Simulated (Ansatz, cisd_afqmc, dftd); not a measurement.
Species: CH$_{5}$N, charge 0, singlet. CH5N (methanamine, SMILES CN).
B3LYP-D3(BJ)/def2-TZVP minimum from Ansatz (a program for electronic structure):
```xyz
7

C      0.0542     0.7048     0.0003
N      0.0439    -0.7575     0.0005
H     -0.9369     1.1793    -0.0070
H     -0.4495    -1.1127     0.8106
H     -0.4377    -1.1131    -0.8166
H      0.5892     1.0603     0.8824
H      0.6020     1.0600    -0.8741
```

Wanted: atomisation energy (electronic, to ground-state atoms), in kJ/mol. Open shells are spin-unrestricted; no spin-orbit coupling. Cores are frozen in correlated methods. Rows without X2C or -DK are non-relativistic. AFQMC/CISD: phaseless, guided by CISD from CCSD amplitudes; bars are statistical, one sigma. Outlying blocks are dropped, and bars are widened where a walk drifts. Over all cases where full CI ran beside it in this data, AFQMC minus full CI had a median of +0.1 mEh and passed +0.4 mEh in a tenth of the cases. CBS(X,Y): correlation extrapolated as X^-3, Hartree-Fock from the larger set (Q,5: extrapolated as (X+1)exp(-9√X)). A bracket is a step between two methods taken in the basis named. The functionals are non-relativistic, so their misses hold any scalar relativity. 'core' is core correlation in cc-pwCVTZ, 'X2C' scalar relativity in cc-pVTZ-DK, both at CCSD(T). For partners of very few electrons the exact lower level stands in for a higher one.

| level | program | atomisation energy (kJ/mol) | difference against the last row |
|---|---|---|---|
| HF/cc-pVQZ | Ansatz | 1743.0 | -693.9 |
| HF/CBS(cc-pVQZ,cc-pV5Z) | Ansatz | 1745.3 | -691.6 |
| PBE-D4/def2-TZVPD | Ansatz + dftd4 | 2473.4 | 36.5 |
| PBE/def2-TZVPD | Ansatz | 2467.9 | 31.0 |
| MP2/CBS(cc-pVQZ,cc-pV5Z) | Ansatz | 2442.1 | 5.2 |
| CCSD/CBS(cc-pVQZ,cc-pV5Z) | Ansatz | 2398.7 | -38.2 |
| CCSD(T)/CBS(cc-pVQZ,cc-pV5Z) + core + X2C | Ansatz | 2435.3 | -1.6 |
| CCSDT(Q)/cc-pVDZ | Ansatz | 2234.6 | -202.3 |
| AFQMC/CISD/cc-pVDZ | cisd_afqmc | 2235.6 ± 1.1 | -201.3 |
| CCSD(T)/CBS(cc-pVQZ,cc-pV5Z) + [AFQMC/CISD - CCSD(T)]/cc-pVTZ + core + X2C | Ansatz + cisd_afqmc | 2436.2 ± 1.1 | -0.7 |
| CCSD(T)/CBS(cc-pVQZ,cc-pV5Z) + [CCSDT(Q) - CCSD(T)]/cc-pVDZ + core + X2C | Ansatz | 2436.9 | 0.0 |
